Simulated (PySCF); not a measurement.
Structure with atom numbers: `[CH3:1][c:2]1[cH:3][c:4]1=[O:5]` (H(Xn): hydrogen on atom n).

Level of theory: GIAO PBE0/pcSseg-1 shieldings, PBE0-D3(BJ)/def2-SVP structure, couplings computed with B3LYP/pcJ-1, in PySCF 2.14 (single conformer, gas phase, rapidly exchanging positions averaged, no relativistic terms).

**Question.** List the cross peaks expected in HSQC, COSY and HMBC spectra.

**Answer.** 

HSQC (one-bond C–H):
```
          δH          δC  $^{1}J$(C,H) (Hz)
8.60 (H(C3))  156.7 (C3)                213
2.35 (H(C1))   14.8 (C1)                138
```

HMBC (two and three bonds, |J| ≥ 2.5 Hz):
```
          δH                                     δC [abs. J in Hz]
8.60 (H(C3))                     177.0 (C2) [6.6], 14.8 (C1) [2.6]
2.35 (H(C1))  177.0 (C2) [7.2], 156.7 (C3) [8.8], 152.1 (C4) [4.7]
```

No COSY cross peaks are expected.

Chemical shifts δ = σref − σ; $^{1}$H, $^{13}$C vs TMS, all at this level.

Shifts are as computed. Against solution values, carbons near 30 ppm lie about +2 ppm off and those near 130 ppm about +5 ppm. Of 1211 compounds with measured shifts, 218 miss one by over three times the rms of a fit or turn the order of signals round; such compounds aren't used in these exercises.
